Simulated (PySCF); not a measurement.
`InChI=1S/Cl2O2S/c1-5(2,3)4`

Geometry:
```json
{"atom": "O1", "x (Å)": "-0.052", "y (Å)": "-1.075", "z (Å)": "-1.387"}
{"atom": "S2", "x (Å)": "-0.057", "y (Å)": "-0.360", "z (Å)": "-0.141"}
{"atom": "O3", "x (Å)": "-0.093", "y (Å)": "-1.002", "z (Å)": "1.144"}
{"atom": "Cl4", "x (Å)": "1.536", "y (Å)": "0.937", "z (Å)": "-0.152"}
{"atom": "Cl5", "x (Å)": "-1.589", "y (Å)": "1.005", "z (Å)": "-0.201"}
```

Theory: GIAO KT1/6-31++G** magnetisability, rotational g tensor and spin-rotation constants, non-relativistic, gas phase (PySCF 2.14.0). Geometry: PBE0-D3(BJ)/def2-SVP.

Question: What are the magnetisability and the molar susceptibility?

Answer: Isotropic -817 × 10⁻³⁰ J/T², or -49.2 × 10⁻⁶ cm³/mol; principal values -928, -826, -697 × 10⁻³⁰ J/T², anisotropy 201 × 10⁻³⁰ J/T² (root of half the summed squared differences of the principal values). The susceptibility is in cgs units.

Question: Split it along the inertial axes a, b, c into diamagnetic and paramagnetic parts about the centre of mass, with the quadrupole moment.

Answer: 
| axis | χ (10⁻⁶ cm³/mol) | diamagnetic (10⁻⁶ cm³/mol) | paramagnetic (10⁻⁶ cm³/mol) | summed x² of all electrons (Å²) | quadrupole Θ (D Å) |
| --- | --- | --- | --- | --- | --- |
| a | -55.9 | -410.0 | 354.1 | 92.8 | +4.56 |
| b | -49.8 | -548.6 | 498.8 | 60.1 | -0.29 |
| c | -42.0 | -648.5 | 606.6 | 36.5 | -4.27 |

Anisotropies 2χaa − χbb − χcc = -20.0 and 2χbb − χaa − χcc = -1.7 × 10⁻⁶ cm³/mol. Θ is traceless in Buckingham's convention.

Question: And the rotational g tensor?

Answer: 
| axis | rotational constant (GHz) | g | nuclear part | electronic part |
| --- | --- | --- | --- | --- |
| a | 3.3257 | -0.0536 | 0.4997 | -0.5532 |
| b | 2.2746 | -0.0401 | 0.4929 | -0.5331 |
| c | 1.8607 | -0.0376 | 0.4926 | -0.5302 |

Asymmetric top; isotopes 35Cl, 16O, 32S; no vibrational averaging.
